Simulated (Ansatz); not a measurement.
in.yaml

```yaml
crystal:
  periodic: [false, false, false]
  atoms:
    - {symbol: Se, position_ang: [0.000000, 0.000000, 0.000000]}
    - {symbol: Na, position_ang: [0.000000, 0.000000, 3.608000]}
basis:
  gaussian: {orbitals: cc-pVDZ}
total_charge: 1
magnetization: {spin_polarized: false}
correlation: {method: ccsdtq, electrons: outside_noble_gas}
```

```sh
$ ansatz run in.yaml --threads 1 --pin off --events-out ev --progress --plain --max-ram 2393MiB
```

Log:

```
833 factors; integrals over basis functions are off by at most 1.2e-7 eV
mean field evaluation 1: about -69698.9883 eV, gradient 1.2e1 eV
mean field evaluation 2: about -69698.9911 eV, gradient 1.2e1 eV
mean field evaluation 4: about -69699.4195 eV, gradient 3.7e-1 eV
mean field evaluation 8: about -69699.4218 eV, gradient 1.7e-4 eV
mean field evaluation 16: about -69699.4137 eV, gradient 3.6e-1 eV
mean field evaluation 32: about -69698.6990 eV, gradient 3.7e-1 eV
mean field evaluation 64: about -69699.3638 eV, gradient 1.0e0 eV
mean field evaluation 96: about -69699.4218 eV, gradient 3.3e-2 eV
mean field evaluation 128: about -69698.7005 eV, gradient 1.8e-3 eV
mean field -69699.42182740 eV, -2561.4065081919 hartree, gradient 2.0e-6 eV, S^2 0.000000; 9 other end points of the search recorded, 0 dependent functions left out; unrestricted orbitals would lower it
mean field evaluation 160: about -69699.3912 eV, gradient 2.5e0 eV
determinant -69699.42182740 eV, -2561.4065081919 hartree, with singles and doubles -69702.44071807 eV, -2561.5174503780 hartree
determinant -69698.70054613 eV, -2561.3800015942 hartree, with singles and doubles -69701.87687196 eV, -2561.4967294156 hartree
unrestricted determinant -69701.02325346 eV, -2561.4653595141 hartree, S^2 1.0179
19 core orbitals not correlated: weight in the atoms' cores, before any rotation towards them, 1.000 or more for the frozen orbitals, at most 0.000 for the correlated occupied ones
reference -69699.42182740 eV, -2561.4065081919 hartree; 3, 3 occupied and 23, 23 virtual orbitals, 833 factors
second order -2.28113186 eV of doubles, -0.00000000 eV of singles
...
cycle  40  -3.30263003 eV  change   -6.9e-9 eV  update   2.0e-6
cycle  41  -3.30263001 eV  change    1.4e-8 eV  update   2.4e-6
cycle  42  -3.30262999 eV  change    2.5e-8 eV  update   2.0e-6
cycle  43  -3.30263002 eV  change   -3.1e-8 eV  update   3.5e-7
cycle  44  -3.30263000 eV  change    1.9e-8 eV  update   3.6e-6
cycle  45  -3.30263003 eV  change   -3.4e-8 eV  update   5.5e-7
cycle  46  -3.30263002 eV  change    1.2e-8 eV  update   2.7e-6
cycle  47  -3.30263002 eV  change    2.1e-9 eV  update   3.0e-6
cycle  48  -3.30263002 eV  change   -3.4e-9 eV  update   4.0e-6
cycle  49  -3.30263001 eV  change    1.7e-8 eV  update   7.4e-7
WARN: these amplitudes may be one of several solutions (largest doubles amplitude 0.96, level shift 0.00 eV)
Total energy: -69702.72445740 eV, -2561.5278776060 hartree
```

For the same geometry and basis full CI lies 0.1 meV lower. By full CI's occupations no single determinant describes the state well. The program flagged this run's energy as in doubt. The determinant fills πx and πy unequally, so it is a mixture of Σ and Δ. RHF is unstable: UHF (⟨S²⟩ = 1.02) lies 1.60 eV below the lowest RHF solution. Higher spins weren't run at this geometry and may lie near or lower.

Ran on 1 thread of Arm Neoverse V1, shared host: 29 s wall, 0.19 GiB peak host memory.
